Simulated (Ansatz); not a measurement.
Species: Cl, charge -1, multiplicity 1.

Basis-set convergence of Hartree-Fock and MP2 correlation energies (hartree) with Ansatz (a first-principles code). Valence correlation only, unless marked. No spin-orbit coupling. Non-relativistic. This anion needs diffuse functions, which these sets lack.

```tsv
basis	functions	E(HF)	E(corr, MP2)
cc-pV(D+d)Z	23	-459.54222	-0.13715
cc-pV(T+d)Z	39	-459.56467	-0.19793
cc-pV(Q+d)Z	64	-459.57278	-0.22189
cc-pV(5+d)Z	100	…	…
```

Problem. Complete the blanks.

Solution. 
- cc-pV(5+d)Z, E(HF): -459.57491
- cc-pV(5+d)Z, E(corr, MP2): -0.23163
